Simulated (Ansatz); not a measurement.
The input, for Ansatz 0.2.0:

```yaml
crystal:
  periodic: [false, false, false]
  atoms:
    - {symbol: Ga, position_ang: [0.000000, 0.000000, 0.000000]}
    - {symbol: H, position_ang: [0.000000, 0.000000, 2.249000]}
basis:
  gaussian: {orbitals: cc-pVQZ, occupation: {up: {"A1": 9, "A2": 1, "B1": 3, "B2": 4}, down: {"A1": 8, "A2": 1, "B1": 3, "B2": 3}}}
magnetization: {spin_polarized: false, initial_magnetization: 2}
correlation: {method: fci, electrons: outside_noble_gas}
```

```sh
$ ansatz run in.yaml --threads 1 --pin off --events-out ev --progress --plain --max-ram 2393MiB
```

Output:

```
1099 factors; integrals over basis functions are off by at most 2.5e-7 eV
mean field evaluation 1: about -52347.4599 eV, gradient 4.6e0 eV
mean field evaluation 2: about -52347.9359 eV, gradient 3.3e0 eV
mean field evaluation 4: about -52348.1412 eV, gradient 4.4e-1 eV
mean field evaluation 8: about -52348.1496 eV, gradient 3.4e-4 eV
mean field -52348.14956893 eV, -1923.7590138079 hartree, gradient 1.6e-6 eV, S^2 2.000000; 0 other end points of the search recorded, 0 dependent functions left out
mean field evaluation 16: about -52348.3498 eV, gradient 1.4e-1 eV
14 core orbitals not correlated: weight in the atoms' cores, before any rotation towards them, 1.000 or more for the frozen orbitals, at most 0.000 for the correlated occupied ones
reference -52348.14956893 eV, -1923.7590138079 hartree; 3, 1 occupied and 81, 83 virtual orbitals, 1099 factors
state -52349.91386434 eV, -1923.8238504682 hartree
Total energy: -52349.91386434 eV, -1923.8238504682 hartree
```

Natural occupations: 1.8966 0.9948 0.9809 0.0468 0.0318 0.0109 0.0087 0.0069 0.0058 0.0041 0.0036 0.0027 0.0013 0.0013 0.0005 0.0004 0.0004 0.0003 0.0003 0.0003 0.0003 0.0002 0.0001 0.0001.

Ran on 1 thread of Arm Neoverse V2, shared host: 14 s wall, 0.5 GiB peak host memory.
